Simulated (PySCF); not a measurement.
Molecule: SMILES [C@H]1(C2CC2)CN1, C$_{5}$H$_{9}$N.

Atoms are numbered as in `[CH2:1]1[CH2:2][CH:3]1[C@H:4]1[CH2:5][NH:6]1`; H(Xn) means a hydrogen on atom n. Ha(C5) is cis to C3 on the ring; Ha(C1), Ha(C2) are cis to C4 on the ring; Hb(C5) is trans to C3 on the ring; Hb(C1), Hb(C2) are trans to C4 on the ring.

Geometry PBE0-D3(BJ)/def2-SVP throughout; GIAO in PySCF 2.14.0 with density-fitted response routines, gas phase, one conformer, non-relativistic; equivalent atoms averaged; basis pcSseg-1.

For orientation, CAM-B3LYP gives these shifts δ (against TMS, NH3 at the same level): C4 34.6, C5 25.1, C2 4.8, N6 32.7, Hb(C5) 1.54, H(C4) 0.69, Hb(C2) 0.50, Ha(C2) 0.34, Ha(C1) 0.27 ppm.

A run gave: C4 34.4, C5 25.2, C2 5.5, N6 29.7, Hb(C5) 1.50, H(C4) 0.66, Hb(C2) 0.50, Ha(C2) 0.32, Ha(C1) 0.25 ppm (shifts δ (against TMS, NH3 at the same level)).

Which functional was used in that run?
A. KT3
B. PBE
C. LDA
D. B97-2

Answers

D. N6 tells them apart best: B97-2 gives 29.7, PBE gives 39.7, LDA gives 44.1, KT3 gives 34.7 ppm.
